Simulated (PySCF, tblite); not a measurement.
C4H9P.
Z-matrix (Å and degrees, GFN2-xTB geometry), rows numbered from 1:
```
C 
C   1  1.3231
P   2  1.8197  1  126.63
C   3  1.8525  2  100.47  1    31.58
C   3  1.8570  2   96.62  1   131.15
H   1  1.0789  2  121.77  3   176.34
H   1  1.0773  2  122.31  3    -3.90
H   2  1.0846  1  119.97  3  -174.30
H   4  1.0878  3  109.55  2   -78.19
H   4  1.0888  3  108.42  2   163.95
H   4  1.0891  3  111.14  2    43.26
H   5  1.0891  3  111.30  2   -52.17
H   5  1.0883  3  109.16  2    68.82
H   5  1.0882  3  108.80  2  -172.99
```

Method used: B3LYP/def2-SVPD in PySCF (dipole) on a GFN2-xTB geometry, gas phase.

Take the most abundant isotopes and a rigid rotor. The values belong to one conformer with, in the numbering `[CH2:1]=[CH:2][P:3]([CH3:4])[CH3:5]`, C1–C2–P3–C4 32°.

Problem. Give the principal moments of inertia and the rotational constants in MHz.

Solution. Ia = 91.89, Ib = 162.93, Ic = 210.22 u·Å²; 505379 MHz·u·Å²/I gives A = 5500, B = 3102, C = 2404 MHz.

Problem. What kind of rotor is it?

Solution. An asymmetric top. Ray's parameter κ = (2B − A − C)/(A − C) = -0.549; −1 is the prolate and +1 the oblate limit.

Problem. Is it planar, by Δ = Ic − Ia − Ib?

Solution. Not planar: Δ = Ic − Ia − Ib = -44.60 u·Å². For a rigid frame Δ = −2 Σ m c², so Σ m c² = 22.30 u·Å² lies off the ab plane: 5.32 from hydrogen and 16.98 from heavier atoms. The atom farthest from that plane is 1.61 Å away.

Problem. List the rotational levels J(Ka,Kc) to J = 4 (MHz).

Solution. Above 0(0,0):
J = 1: 1(0,1) 5506, 1(1,1) 7904, 1(1,0) 8602
J = 2: 2(0,2) 16386, 2(1,2) 18218, 2(1,1) 20311, 2(2,1) 27505, 2(2,0) 27637
J = 3: 3(0,3) 32406, 3(1,3) 33613, 3(1,2) 37784, 3(2,2) 44023, 3(2,1) 44652, 3(3,1) 57833, 3(3,0) 57849
J = 4: 4(0,4) 53326, 4(1,4) 54019, 4(1,3) 60888, 4(2,3) 65943, 4(2,2) 67674, 4(3,2) 80079, 4(3,1) 80187, 4(4,1) 99113, 4(4,0) 99114

Problem. Which lines would a microwave search look for?

Solution. The dipole components are |μa| = 0.11 D, |μb| = 0.09 D, |μc| = 1.12 D. Intensities carry the squares of the components, which stand as 0.01 : 0.01 : 1.00 (a : b : c). Some lines, for components of 0.1 D or more:

| type | branch | J(Ka,Kc) | MHz | lower level (cm⁻¹) |
| --- | --- | --- | --- | --- |
| a | Q | 5(3,2) ← 5(3,3) | 415 | 3.600 |
| c | Q | 1(1,1) ← 1(0,1) | 2398 | 0.184 |
| a | Q | 5(2,3) ← 5(2,4) | 3564 | 3.108 |
| a | Q | 5(1,4) ← 5(1,5) | 10052 | 2.647 |
| c | R | 2(1,1) ← 1(0,1) | 14805 | 0.184 |
| a | R | 4(1,4) ← 3(1,3) | 20406 | 1.121 |
| c | R | 3(1,2) ← 2(0,2) | 21398 | 0.547 |
| a | R | 4(2,2) ← 3(2,1) | 23023 | 1.489 |
| c | R | 4(1,3) ← 3(0,3) | 28482 | 1.081 |
| a | R | 5(1,4) ← 4(1,3) | 28531 | 2.031 |
| c | R | 3(3,0) ← 2(2,0) | 30212 | 0.922 |
| c | R | 4(3,1) ← 3(2,1) | 35535 | 1.489 |
| c | R | 5(2,3) ← 4(1,3) | 35857 | 2.031 |
| c | R | 5(3,2) ← 4(2,2) | 40659 | 2.257 |
| c | R | 5(5,0) ← 4(4,0) | 52272 | 3.306 |
| c | R | 5(5,1) ← 4(4,1) | 52274 | 3.306 |

Problem. Estimate the classical rotational partition function at 50 K, 100 K and 298.15 K.

Solution. Point group C1, symmetry number σ = 1; q = (√π/σ)·√((kT/h)³/(ABC)), k/h = 20836.6 MHz/K: 9310 at 50 K, 26300 at 100 K, 136000 at 298.15 K.

Its GFN2-xTB frequencies are all real (lowest 83 cm⁻¹). Constants of a rigid frame at the computed geometry: no zero-point averaging, no centrifugal distortion. A rigid rotor knows nothing of internal rotation, which can split or shift real lines.

The run took about 60 s of CPU time (grids of density and orbitals included) (one thread, shared machine). This is the B3LYP/def2-SVPD job that gave the dipole, with the excitations it also computed.
